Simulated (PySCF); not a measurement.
# ClF₃: relaxation and vibrations of the singlet

Where does singlet ClF₃ go from a T-shaped start, is the end point a minimum, and what are its modes, charges and moments?

The runs use PySCF 2.14.0; PBE, basis Cl def2-TZVP, F def2-TZVP, no relativity, density fitting.

### 1 The starting structure

4 atoms, charge 0, spin multiplicity 1.

Bond lengths: Cl1–F2 1.630 Å, Cl1–F3 1.630 Å, Cl1–F4 1.630 Å. Angles: F2–Cl1–F3 88.0°, F2–Cl1–F4 88.0°, F3–Cl1–F4 176.0°.

Coordinates in bohr (charge 0 multiplicity 1):
```
Cl    0.0000    0.0000    0.0000
F     0.0000    0.0000    3.0803
F     3.0784    0.0000    0.1075
F    -3.0784    0.0000    0.1075
```

### 2 First SCF at the start

The steps below are one call of a driver around PySCF. For each, scf.py gives the equivalent set-up of the SCF; relaxations use the driver's own optimiser. After this first run the driver tries any further starts and a stability analysis.

Contents of scf.py:

```python
from pyscf import gto, scf, dft
mol = gto.M(atom='''
Cl     0.000000     0.000000     0.000000
F      0.000000     0.000000     1.630000
F      1.629000     0.000000     0.056900
F     -1.629000     0.000000     0.056900''',
    basis={'Cl': 'def2-TZVP', 'F': 'def2-TZVP'},
    charge=0, spin=0)
mf = dft.RKS(mol, xc='PBE')
mf.grids.atom_grid = (50, 194)
aux = {'Cl': 'def2-universal-JKFIT', 'F': 'def2-universal-JKFIT'}
mf = mf.density_fit(auxbasis=aux)
mf.conv_tol = 1e-08
mf.diis_space = 10
mf.max_cycle = 60
mf.init_guess = 'minao'
mf.verbose = 4
mf.kernel()
```

Command:

```console
> OMP_NUM_THREADS=4 python axn.py task.json out
```

Log:

```text
init E= -759.862325288355
  HOMO = -0.276047817168397  LUMO = -0.138351392855157  gap/eV = 3.74691
cycle= 1 E= -759.06660266467  delta_E= 0.796  |g|= 0.968  |ddm|=    2
  HOMO = -0.224967489109238  LUMO = -0.187836643941878  gap/eV = 1.01038
cycle= 2 E= -758.150535231662  delta_E= 0.916  |g|= 2.55  |ddm|= 1.71
  HOMO = -0.278418887757582  LUMO = -0.160112090619315  gap/eV = 3.21929
cycle= 3 E= -759.195397276206  delta_E= -1.04  |g|= 0.374  |ddm|= 1.32
  HOMO = -0.27445446959635  LUMO = -0.175547265142917  gap/eV = 2.69140
cycle= 4 E= -759.212749201778  delta_E= -0.0174  |g|= 0.195  |ddm|= 0.282
  HOMO = -0.278703170434454  LUMO = -0.172540679834619  gap/eV = 2.88883
cycle= 5 E= -759.218625271465  delta_E= -0.00588  |g|= 0.0331  |ddm|= 0.116
  HOMO = -0.278668921801973  LUMO = -0.17278609678349  gap/eV = 2.88122
cycle= 6 E= -759.218854793776  delta_E= -0.00023  |g|= 0.00805  |ddm|= 0.0305
  HOMO = -0.278158266823958  LUMO = -0.171861926156225  gap/eV = 2.89247
cycle= 7 E= -759.218868305745  delta_E= -1.35e-05  |g|= 0.00129  |ddm|= 0.00668
  HOMO = -0.278368964858934  LUMO = -0.172074887324676  gap/eV = 2.89241
cycle= 8 E= -759.218868542335  delta_E= -2.37e-07  |g|= 0.000368  |ddm|= 0.00124
  HOMO = -0.278348196879179  LUMO = -0.172061679273838  gap/eV = 2.89220
cycle= 9 E= -759.218868567867  delta_E= -2.55e-08  |g|= 4.53e-05  |ddm|= 0.00025
  HOMO = -0.278349901542526  LUMO = -0.172065125137031  gap/eV = 2.89216
cycle= 10 E= -759.218868568188  delta_E= -3.21e-10  |g|= 5.24e-06  |ddm|= 2.42e-05
  HOMO = -0.278348955441388  LUMO = -0.172064779085204  gap/eV = 2.89214
Extra cycle  E= -759.21886856816  delta_E= 2.8e-11  |g|= 1.47e-05  |ddm|= 1.2e-05
converged SCF energy = -759.21886856816
```

This step, with its further starts and checks, needed 10 s of wall time on 4 threads of Arm Neoverse V1, shared host.

The starts that the driver tried:

```csv
start,energy (Eh)
the minimal-basis guess,-759.218869
a thermally smeared density,-759.218869
a smeared PBE density,-759.218869
```

No lower closed-shell solution turned up from the other starts or in the test of internal stability.

### 3 Relaxing the singlet from the T-shaped start

The program finds C2v symmetry in the start, which this walk keeps.

Changes to scf.py since step 2:

```diff
@@ -3,4 +3,4 @@
-Cl     0.000000     0.000000     0.000000
-F      0.000000     0.000000     1.630000
-F      1.629000     0.000000     0.056900
-F     -1.629000     0.000000     0.056900''',
+Cl     0.000000     0.000000    -0.360243
+F      0.000000     0.000000     1.269757
+F      1.629000     0.000000    -0.303343
+F     -1.629000     0.000000    -0.303343''',
@@ -16 +15,0 @@
-mf.init_guess = 'minao'
```

Energy and gradient, step by step:

```csv
step,energy (Eh),change (kJ/mol),largest symmetric gradient (Eh/bohr)
0,-759.218869,0.00,0.05009
1,-759.227908,-23.73,0.01011
2,-759.228184,-24.46,0.00213
3,-759.228198,-24.50,0.00010
4,-759.228198,-24.50,0.00002
```

The walk took 5 s.

End point (C2v, 4 steps, 24.5 kJ/mol gained): Cl–F 1.643 Å, Cl–F 1.736 Å (×2); F–Cl–F 88.8° (×2), F–Cl–F 177.6°.

### 4 Vibrations and properties at this point

On the finer grid the gradient is checked again; gradients at displacements of ±0.02 bohr then give force constants and infrared intensities.

Changes to scf.py since step 3:

```diff
@@ -3,4 +3,4 @@
-Cl     0.000000     0.000000    -0.360243
-F      0.000000     0.000000     1.269757
-F      1.629000     0.000000    -0.303343
-F     -1.629000     0.000000    -0.303343''',
+Cl     0.000000     0.000000    -0.354523
+F      0.000000     0.000000     1.288238
+F      1.736170     0.000000    -0.318028
+F     -1.736170     0.000000    -0.318028''',
@@ -10 +10 @@
-mf.grids.atom_grid = (50, 194)
+mf.grids.atom_grid = (75, 302)
@@ -13 +13 @@
-mf.conv_tol = 1e-08
+mf.conv_tol = 1e-10
```

The driver hands on the density of the step before, so the log starts near convergence.

SCF at the final geometry:

```text
init E= -759.228153974999
  HOMO = -0.296390249731608  LUMO = -0.197317871114457  gap/eV = 2.69590
cycle= 1 E= -759.228153974982  delta_E= 1.73e-11  |g|= 1.14e-05  |ddm|= 8.29e-06
  HOMO = -0.29639042707524  LUMO = -0.197317079174049  gap/eV = 2.69592
cycle= 2 E= -759.228153974671  delta_E= 3.1e-10  |g|= 4.31e-05  |ddm|= 3.08e-05
  HOMO = -0.296390256444227  LUMO = -0.197317525505923  gap/eV = 2.69591
cycle= 3 E= -759.228153975001  delta_E= -3.29e-10  |g|= 2.59e-06  |ddm|= 2.46e-05
  HOMO = -0.296390241775453  LUMO = -0.197317624935536  gap/eV = 2.69590
cycle= 4 E= -759.228153975003  delta_E= -2.05e-12  |g|= 3.1e-07  |ddm|= 1.48e-06
  HOMO = -0.296390290147996  LUMO = -0.197317649578181  gap/eV = 2.69590
Extra cycle  E= -759.228153975002  delta_E= 9.09e-13  |g|= 6.92e-07  |ddm|= 5.51e-07
converged SCF energy = -759.228153975002
```

The whole step took 24 s.

Geometry: C2v; Cl–F 1.643 Å, Cl–F 1.737 Å (×2); F–Cl–F 88.8° (×2), F–Cl–F 177.6°.

Modes, for the most abundant isotopes:

| symmetry | ω (cm⁻¹) | IR (km/mol) | type |
| --- | --- | --- | --- |
| a1 | 272 | 9.0 | bend |
| b1 | 311 | 14.3 | bend |
| b2 | 379 | 0.1 | bend |
| a1 | 499 | 7.2 | stretch |
| b2 | 688 | 429 | stretch |
| a1 | 691 | 58.2 | stretch |

No imaginary mode, so this is a minimum.

Properties at this point:

```yaml
Dipole_moment: 0.63 D
Highest_occupied_level: -8.07 eV
Lowest_empty_level: -5.37 eV
Rotational_constants: 0.4239, 0.1472, 0.1093 cm⁻¹
Zero-point_energy: 17.0 kJ/mol
Principal_polarisabilities: 12.4, 21.8, 38.6 bohr³
Atomisation_energy_without_zero-point_energy: 689 kJ/mol
Principal_traceless_quadrupole_moments_about_the_centre_of_mass: -6.41, 2.62, 3.79 D Å
Entropy_at_298.15_K_and_1_bar: 286.1 J/(mol K)
Heat_capacity_Cp_at_298.15_K: 66.1 J/(mol K)
Enthalpy_at_298.15_K_above_0_K: 14.25 kJ/mol
Rotational_symmetry_number: 2
```

Populations by atom (charges in e):

```tsv
atom	Mulliken	Löwdin	polar tensor	Mayer order to Cl1
Cl1	0.62	0.70	1.57	–
F2	-0.09	-0.14	-0.35	0.97
F3,4	-0.26	-0.28	-0.61	0.85
```

Outer orbital energies (eV). occupied: -13.29, -11.79, -10.68, -10.53, -10.14, -9.76, -9.47, -8.07; empty: -5.37, -2.92, 6.37, 6.60.

Mulliken populations on Cl1: s 6.00, p 9.92, d 0.43, f 0.04.

### 5 Would spin polarisation lower it?

At the lowest minimum the closed shell is tested against spin polarisation, on the (50, 194) grid. It is stable.

### 6 Results

| quantity | value |
| --- | --- |
| minimum | singlet, C2v |
| geometry | Cl–F 1.643 Å, Cl–F 1.737 Å (×2); F–Cl–F 88.8° (×2), F–Cl–F 177.6° |
| wavenumbers (cm⁻¹) | 272 (a1), 311 (b1), 379 (b2), 499 (a1), 688 (b2), 691 (a1) |
| dipole moment | 0.63 D |
| highest occupied, lowest empty level | -8.07, -5.37 eV |
| polar-tensor charge of Cl1 | +1.57 e |
| zero-point energy | 17.0 kJ/mol |
| entropy at 298.15 K | 286.1 J/(mol K) |
| atomisation energy (no zero-point energy) | 689 kJ/mol |

**Reading.** The molecule stays C2v, as typed, and the end point is a minimum. In the infrared the band at 688 cm⁻¹ (b2, stretch) leads. Other starts or spin states, not run here, may lie lower.

The search up to here needed 41 s of wall time on 4 threads of Arm Neoverse V1, shared host.
